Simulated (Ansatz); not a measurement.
# Heat of formation of PH3 (phosphine) from total energies

The species is PH3 (4 atoms), meant as a singlet with charge 0. As SMILES, `P`. The coordinates come from a PBE0-D4/def2-TZVP relaxation.

Total energies at BHLYP/aug-cc-pVTZ (Ansatz 0.2.0); the atoms run unrestricted:

```
species    state  energy (Eh)
    PH3  singlet  -343.151043
      P  quartet  -341.274650
      H  doublet    -0.498604
```

Harmonic wavenumbers at PBE0-D4/def2-TZVP, in cm⁻¹: 1004, 1134, 1134, 2412, 2424, 2424.

Measured heats of formation of the gaseous atoms at 298.15 K, in kJ/mol: P 316.4, H 218.0. Take 1 Eh = 2625.50 kJ/mol, 1 cm⁻¹ = 0.0119627 kJ/mol, RT = 2.479 kJ/mol.

Problem. What heat of formation follows?

Solution. 
1. Electronic atomisation energy: (-341.274650) + 3 × (-0.498604) − (-343.151043) = 0.380581 Eh = 999.2 kJ/mol.
2. Zero-point energy: half the sum of the wavenumbers, 5266 cm⁻¹ = 63.0 kJ/mol.
3. Thermal vibrational enthalpy, Σ hcν̃/(exp(hcν̃/kT) − 1): 0.2 kJ/mol. Translation, rotation and pV of a non-linear molecule: 4 RT = 9.9 kJ/mol.
4. The 4 free atoms carry 5/2 RT each: 24.8 kJ/mol.
5. Atomisation enthalpy at 298 K: 999.2 − 63.0 − 0.2 − 9.9 + 24.8 = 950.9 kJ/mol.
6. Sum of the atoms' heats of formation: 970.4 kJ/mol. Heat of formation: 970.4 − 950.9 = +19.5 kJ/mol.

No measured value is set beside it here. Hybrids with much exact exchange underbind. Anharmonicity and any spin-orbit splitting of the molecule are left out.
